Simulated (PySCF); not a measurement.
NO, SMILES [N]=O (connectivity only; charge and spin as stated), charge +1, multiplicity 1. Geometry: PBE0-D3(BJ)/def2-TZVPD.

Level of theory: PBE0-D3(BJ)/def2-TZVPD (PySCF).

Harmonic wavenumbers (cm⁻¹): 2528. Rotational constants (GHz): 60.94 (linear); symmetry number 1.

Work out the zero-point energy and the ideal-gas rigid-rotor harmonic-oscillator thermochemistry at 298.15 K and 1 atm.

ZPE = ½ Σ hcν = ½ × 2528 cm⁻¹ = 15.12 kJ/mol. H − E(el) = 23.80 kJ/mol. Entropy in J/(mol K): translation 151.17, rotation 46.76, vibration 0.00, total 197.93. G − E(el) = -35.22 kJ/mol. Cp = 29.11 J/(mol K).
